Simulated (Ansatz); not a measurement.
A made-up structure of CH$_{2}$B$_{2}$, closed shell:

```csv
atom,x (Å),y (Å),z (Å)
B1,-0.3332,-0.9712,1.9060
C2,-0.3830,-0.5918,0.5107
B3,0.1251,0.2926,-0.4848
H4,-0.3433,0.1081,-1.5866
H5,0.2443,-1.7948,2.4634
```

It is relaxed with PBE-D4/def2-SVP and then PBE0-D4/def2-TZVP (Ansatz 0.2.0). Atoms count as bonded within 1.22 times the sum of their covalent radii (H–H: 0.88 Å). The end point is not checked to be a true minimum.

Q: Does its bonding change? (Judge from chemistry; the calculation decides.)

A: By the calculation: No: no bond forms or breaks.

Where it ends: The first stage lowers the energy by 2.15 eV in 6 steps. It ends as CH₂B₂ ([BH][C][BH]):
| atom | x (Å) | y (Å) | z (Å) |
| --- | --- | --- | --- |
| B1 | -0.0589 | -1.1784 | 1.7804 |
| C2 | -0.1424 | -0.5872 | 0.5641 |
| B3 | -0.2187 | -0.0031 | -0.6562 |
| H4 | -0.2842 | 0.5022 | -1.7130 |
| H5 | 0.0140 | -1.6907 | 2.8334 |

Labels in which every atom is bracketed show which atoms are joined, not bond orders.

For scale, one of the runs: PBE0-D4/def2-TZVP relaxation, 105 basis functions, launched by `ansatz run in.yaml --threads 2 --pin off --events-out ev --progress --plain --max-ram 4352MiB`. The run took about 7.5 s on 2 CPU threads of an Intel Xeon (shared host).
